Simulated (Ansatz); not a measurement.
The first iterations of a band of BH5O (7 atoms, charge 0, multiplicity 1).

Theory: RKS B3LYP-D4/def2-SVP in Ansatz.

```yaml
movable_images: 9
climbing_image: yes
spring: 5.0 eV/Å²
optimiser: quadratic models (default)
start_path: straight line
force_threshold: 0.03 eV/Å
iteration_limit: 60
end_points: relaxed
```

First end point:

```xyz
7
Properties=species:S:1:pos:R:3
B -0.018 -0.007 0.064
H -0.390 0.496 1.113
H 1.139 0.215 -0.236
H -0.818 0.046 -0.849
O 0.014 -1.673 0.407
H -0.878 -1.947 0.672
H 0.585 -1.818 1.178
```

Last end point:

```xyz
7
Properties=species:S:1:pos:R:3
B 0.117 -0.669 -1.076
H 0.135 -0.388 3.440
H 1.238 -0.282 -1.292
H -0.674 -0.900 -1.964
O -0.230 -0.840 0.217
H -1.136 -1.152 0.341
H 0.185 -0.458 2.683
```

| iteration | highest image above the first end (eV) | largest band force component (eV/Å) |
| --- | --- | --- |
| 1 | 4.742 | 4.211 |
| 2 | 3.527 | 3.677 |
| 3 | 2.715 | 3.261 |
| 4 | 2.041 | 2.226 |
| 5 | 1.477 | 2.089 |
| 6 | 1.671 | 2.720 |
| 7 | 1.383 | 2.420 |

Does the band converge within its limit, and where does its top end?

The run converged. It ended after 23 iterations with the highest image 0.961 eV above the first end. Neighbouring images differ by up to 1.2 eV, so the band resolves the path poorly. Another band between the same ends (9 images) ends at a top of the same energy, where a vibrational analysis finds 1 clearly imaginary mode. The orbitals stay closed-shell, which can raise the energy where a bond breaks towards radicals; this wasn't checked here.

Run time: 72 s on 1 thread of AMD EPYC 9R45 96-Core Processor (Zen 5) (shared host), peak memory 0.12 GiB.
